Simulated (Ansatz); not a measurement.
The cluster Li₃H₄, relaxed as a doublet with UKS r2SCAN-D4/def2-TZVP in Ansatz, starting from the GFN2-xTB geometry. Force threshold 0.02 eV/Å.

The structure comes from a short search, and lower isomers may exist.

Start:

```csv
atom,x (Å),y (Å),z (Å)
Li1,0.4877,1.1280,-0.8278
Li2,1.1654,-1.1117,0.3840
Li3,-1.2876,-0.1882,0.6565
H4,1.4265,-0.2989,-0.9565
H5,-0.2786,-1.6279,0.7864
H6,-0.8940,1.1235,-1.4698
H7,-0.6194,0.9753,1.4272
```

| step | energy (eV) | largest force component (eV/Å) | SCF passes |
| --- | --- | --- | --- |
| 1 | -675.2756 | 1.334 | 31 |
| 2 | -675.9185 | 0.788 | 39 |
| 3 | -676.2716 | 0.450 | 32 |
| 4 | -676.5399 | 0.456 | 31 |
| 5 | -676.7659 | 0.402 | 29 |
| 6 | -676.9178 | 0.341 | 28 |
| 7 | -677.0439 | 0.226 | 31 |
| 8 (rejected) | -676.6062 | 5.264 | 35 |
| 9 | -677.0661 | 0.150 | 29 |
| 10 | -677.0717 | 0.057 | 27 |
| 11 | -677.0737 | 0.015 | 28 |

Force components are those of the run's own axes.

End:

```xyz
7

Li    0.6705    1.1449   -0.7868
Li    1.1630   -1.4639    0.1595
Li   -1.3575   -0.3229    0.6395
H     1.7680   -0.1178   -0.6905
H    -0.3876   -1.6776    0.8318
H    -1.1086    1.0691   -0.4887
H    -0.7479    1.3681    0.3353
```

Bonds formed: Li1–H7, Li3–H6 (atoms count from 1). The end is the same structure that another start reached.

No frequencies were taken in this run, so the end may be a saddle point.

Hardware: 4 threads of Arm Neoverse V2 on a shared host. Wall time 11 s.
